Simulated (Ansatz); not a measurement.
Geometry optimisation, RKS CAM-B3LYP-D4/def2-SVP (Ansatz).

Input file:

```yaml
crystal:
  periodic: [false, false, false]
  atoms:
    - { symbol: B, position_ang: [-0.908644, -0.834691, 0.420899] }
    - { symbol: H, position_ang: [1.176785, 0.174127, 1.008454] }
    - { symbol: O, position_ang: [1.445002, 0.23335, 0.06189] }
    - { symbol: H, position_ang: [1.794942, -0.655028, -0.102165] }
    - { symbol: "N", position_ang: [-1.313475, -0.146663, -0.691765] }
    - { symbol: H, position_ang: [-2.263879, -0.182471, -1.048564] }
    - { symbol: H, position_ang: [-0.658231, 0.459476, -1.181949] }
basis:
  gaussian: { orbitals: def2-SVP }
hamiltonian:
  xc: cam_b3lyp
  dispersion: d4
relax:
  f_tol: 0.03
  max_steps: 50
```

Command:

```bash
$ ansatz run input.yaml --threads 1 --pin off --max-ram 2048MiB --backend cpu --events-out ev --progress --plain --runs-dir out
```

**Question.** Where does it end, and by what steps?

**Answer.** The run converged. The force dipped under the threshold on the way, but the program's further checks kept it going. After 17 steps the energy has fallen by 0.040 eV; B1 moved furthest, 0.95 Å.

| step | energy less start (eV) | largest force component (eV/Å) | accepted |
| --- | --- | --- | --- |
| 0 | 0.0000 | 0.725 | yes |
| 1 | -0.0046 | 0.234 | yes |
| 2 | -0.0054 | 0.149 | yes |
| 3 | -0.0061 | 0.067 | yes |
| 4 | -0.0075 | 0.102 | yes |
| 5 | -0.0088 | 0.067 | yes |
| 6 | -0.0105 | 0.021 | yes |
| 7 | -0.0036 | 0.505 | no |
| 8 | -0.0118 | 0.158 | yes |
| 9 | -0.0142 | 0.243 | yes |
| 10 | -0.0152 | 0.385 | yes |
| 11 | -0.0185 | 0.437 | yes |
| 12 | -0.0291 | 0.165 | yes |
| 13 | -0.0353 | 0.170 | yes |
| 14 | -0.0383 | 0.068 | yes |
| 15 | -0.0390 | 0.173 | yes |
| 16 | -0.0390 | 0.104 | no |
| 17 | -0.0401 | 0.026 | yes |

```xyz
7
Properties=species:S:1:pos:R:3
B -1.754 -1.256 0.333
H 1.467 0.581 0.793
O 1.398 0.342 -0.142
H 1.864 -0.502 -0.211
N -1.357 -0.294 -0.545
H -1.968 0.133 -1.237
H -0.379 0.045 -0.524
```

Whether the end is a true minimum wasn't checked by a vibrational analysis.

Run time: 33 s on 1 thread of Arm Neoverse V1 (shared host), peak memory 0.13 GiB.
